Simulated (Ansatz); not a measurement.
# C₂H₄Si (SMILES C#C[SiH3]): single points off equilibrium

The atoms stand at a structure displaced at random from a GFN2-xTB minimum. How far do the functionals agree with CCSD(T) there?

The runs use Ansatz 0.2.0, Gaussian basis; single points in def2-TZVPP.

Cores are frozen in the correlated methods.

## 1. Where the work starts

SMILES `C#C[SiH3]`, 7 atoms, charge 0, spin multiplicity 1.

Atoms are counted from 1 here; the program's logs count them from 0.

Bond lengths: C1–C2 1.193 Å, C1–H4 1.061 Å, C2–Si3 2.020 Å, Si3–H5 1.529 Å, Si3–H6 1.425 Å, Si3–H7 1.433 Å. Angles: C2–C1–H4 169.9°, C1–C2–Si3 173.1°, C2–Si3–H5 105.1°, C2–Si3–H6 104.9°, C2–Si3–H7 103.1°, H5–Si3–H6 116.1°, H5–Si3–H7 108.9°, H6–Si3–H7 117.0°.

Coordinates:

```xyz
7
C2H4Si
C    -0.4850   -1.9513    0.2483
C    -0.2693   -0.7865    0.1059
Si    0.3305    1.1305   -0.1063
H    -0.8564   -2.9354    0.3837
H    -0.0564    1.5119   -1.5350
H    -0.3346    1.8412    0.9350
H     1.7582    1.0368   -0.0208
```

## 2. CCSD(T)/def2-TZVPP

run/in.yaml reads:

```yaml
crystal:
  periodic: [false, false, false]
  atoms:
    - {symbol: C, position_ang: [-0.485000, -1.951300, 0.248300]}
    - {symbol: C, position_ang: [-0.269300, -0.786500, 0.105900]}
    - {symbol: Si, position_ang: [0.330500, 1.130500, -0.106300]}
    - {symbol: H, position_ang: [-0.856400, -2.935400, 0.383700]}
    - {symbol: H, position_ang: [-0.056400, 1.511900, -1.535000]}
    - {symbol: H, position_ang: [-0.334600, 1.841200, 0.935000]}
    - {symbol: H, position_ang: [1.758200, 1.036800, -0.020800]}
basis:
  gaussian: {orbitals: def2-TZVPP}
correlation: {method: ccsd_t}
output: {forces: true}
```

No record of the launch command was kept for these runs.

## 3. PBE0-D4/def2-TZVPP

Changes to run/in.yaml since step 2:

```diff
@@ -12,3 +12,3 @@
   gaussian: {orbitals: def2-TZVPP}
-correlation: {method: ccsd_t}
-output: {forces: true}
+hamiltonian: {xc: pbe0, dispersion: d4}
+output: {forces: true, orbitals: {seedname: orbitals}}
```

## 4. wB97M-V/def2-TZVPP

Changes to run/in.yaml since step 3:

```diff
@@ -12,3 +12,3 @@
   gaussian: {orbitals: def2-TZVPP}
-hamiltonian: {xc: pbe0, dispersion: d4}
-output: {forces: true, orbitals: {seedname: orbitals}}
+hamiltonian: {xc: {name: wB97M-V}}
+output: {forces: true}
```

## 5. r2SCAN-D4/def2-TZVPP

Changes to run/in.yaml since step 4:

```diff
@@ -12,3 +12,3 @@
   gaussian: {orbitals: def2-TZVPP}
-hamiltonian: {xc: {name: wB97M-V}}
+hamiltonian: {xc: r2scan, dispersion: d4}
 output: {forces: true}
```

## 6. PBE-D4/def2-TZVPP

Changes to run/in.yaml since step 5:

```diff
@@ -12,3 +12,3 @@
   gaussian: {orbitals: def2-TZVPP}
-hamiltonian: {xc: r2scan, dispersion: d4}
+hamiltonian: {xc: pbe, dispersion: d4}
 output: {forces: true}
```

## 7. BLYP-D4/def2-TZVPP

Changes to run/in.yaml since step 6:

```diff
@@ -12,3 +12,3 @@
   gaussian: {orbitals: def2-TZVPP}
-hamiltonian: {xc: pbe, dispersion: d4}
+hamiltonian: {xc: {name: BLYP}, dispersion: d4}
 output: {forces: true}
```

## 8. LC-wPBE/def2-TZVPP

Changes to run/in.yaml since step 7:

```diff
@@ -12,3 +12,3 @@
   gaussian: {orbitals: def2-TZVPP}
-hamiltonian: {xc: {name: BLYP}, dispersion: d4}
+hamiltonian: {xc: {name: LC-wPBE}}
 output: {forces: true}
```

(Steps that only read results are left out.)

Before running it: what results should come out? Wanted: energy less free atoms, CCSD(T)/def2-TZVPP; RMS force component; RMS force error; HOMO and LUMO, PBE0-D4; T1 diagnostic.

**Answer**, as computed:

```
                                  quantity                                                                                           value
energy less free atoms, CCSD(T)/def2-TZVPP                                                                                 -597.3 kcal/mol
                       RMS force component                                                            1.228 to 1.591 eV/Å over the methods
                           RMS force error  PBE0-D4 0.391, wB97M-V 0.461, r2SCAN-D4 0.292, PBE-D4 0.167, BLYP-D4 0.179, LC-wPBE 0.635 eV/Å
                    HOMO and LUMO, PBE0-D4                                                                               -8.04 and 0.11 eV
                             T1 diagnostic                                                                                           0.013
```

What this shows: Against CCSD(T) the functionals' energies less atoms differ by -21.9 to -8.3 kcal/mol, PBE-D4 by -21.9 kcal/mol. CCSD(T) in triple zeta still lacks some correlation energy of the bonds, so part of these gaps is its own basis error and they don't rank the functionals. On forces the order runs from PBE-D4 to LC-wPBE. Frozen-core CCSD(T) forces in triple zeta carry basis errors of their own, and this is one geometry, so small gaps rank nothing.
